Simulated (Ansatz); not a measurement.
Rock-salt HfN was calculated with r²SCAN-D4 in Ansatz (plane waves, PAW).

Numerical settings: plane-wave cutoff 560 eV, 22×22×22 k mesh, Fermi–Dirac smearing 0.05 eV, scalar-relativistic PAW data made under PBE.

Pressure at four volumes; x = ln(V/11.515 Å³). One pressure is withheld.

```json
[
 {"V (Å³/atom)": "10.824", "x": "-0.0619", "P (GPa)": "20.06"},
 {"V (Å³/atom)": "11.515", "x": "0.0000", "P (GPa)": "0.00"},
 {"V (Å³/atom)": "11.975", "x": "0.0392", "P (GPa)": "-10.27"},
 {"V (Å³/atom)": "12.206", "x": "0.0583", "P (GPa)": "?"}
]
```

### Question
Pass a parabola P(x) through the three rows shown, estimate the bulk modulus and its pressure derivative near zero pressure, and predict the withheld pressure.

### Answer
Slopes between the rows: (0.00 − (20.06))/(0.0000 − (-0.0619)) = -324.07 and (-10.27 − (0.00))/(0.0392 − (0.0000)) = -261.99 GPa. Their difference over the span 0.1011 is c = 62.08/0.1011 = 614.0 GPa, so P(x) = 20.06 + (-324.07)(x − (-0.0619)) + 614.0 (x − (-0.0619))(x − (0.0000)). At the middle row B = −dP/dx = −[-324.07 + 614.0 × 0.0619] = 286.1 GPa, and B′ = dB/dP = 2c/B = 4.3. At x = 0.0583 the parabola gives -14.59 GPa; the run gives -14.66 GPa. The Birch–Murnaghan fit to the energies at all volumes has B0 = 285 GPa and B′ = 4.2.

Measured, for comparison: bulk modulus 260 GPa (room temperature, no zero-point or thermal correction, our sources range from 260 to 306; as tabulated in Synthesis of Binary Transition Metal Nitrides, Carbides and Borides from the …). Computed (rounded) less measured: bulk modulus not scored (sources differ).

Spin–orbit coupling is not included.

Ansatz is a quantum-chemistry and plane-wave program.
